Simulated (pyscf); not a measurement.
PySCF, gas phase, ωB97X-D3(BJ)/def2-SVP geometries.

What is the homolytic dissociation enthalpy (298 K, ωB97M-D3(BJ)/def2-TZVP) of the Cd–N bond of H₃C–CH₂–Cd–NH₂ (SMILES C[CH2][Cd][NH2]), to [H₃C–CH₂–Cd]• + NH₂•?

Cd–N to [H₃C–CH₂–Cd]• + NH₂•: 67.0 kcal/mol. The 7 functionals that were run give +60.0 (B3LYP-D3(BJ)) to +69.6 kcal/mol (ωB97X-D3(BJ)/def2-TZVP). The radicals are drawn with the spin at the cut bond; how far it spreads was not checked. Other isomers of [H₃C–CH₂–Cd]• were not searched in full and may lie lower. Elements past Kr carry the def2 core potentials, without spin-orbit coupling.
